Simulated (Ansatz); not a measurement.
Mulliken charges of H3O2Si, SMILES `O[SiH]O` radical from r2SCAN/def2-TZVPP in Ansatz (PBE0-D4/def2-TZVP geometry).

```
atom   x (Å)   y (Å)   z (Å)  charge (e)
  O1  -1.186  -0.443  -0.203      -0.387
 Si2   0.359   0.083  -0.457       0.460
  O3   1.071   0.255   1.011      -0.390
  H4  -1.625  -0.879  -0.935       0.207
  H5   0.394   1.459  -1.044      -0.094
  H6   0.988  -0.475   1.627       0.205
```

Question: By hand: the dipole of these point charges (1 e Å = 4.8032 D).

Answer: Σ q r = (0.036, -0.306, -0.288) e Å, of length 0.422 e Å = 2.03 D.

Question: How does the dipole of the full density compare? (An estimate is asked.)

Answer: Ansatz gave: (-0.140, -0.341, -0.115) e Å, 1.85 D; the point charges give 1.10 times that, at 36° from its direction.

Point charges leave out the atoms' own dipoles, such as those of lone pairs, and Mulliken's split depends on the basis, so the two needn't agree.
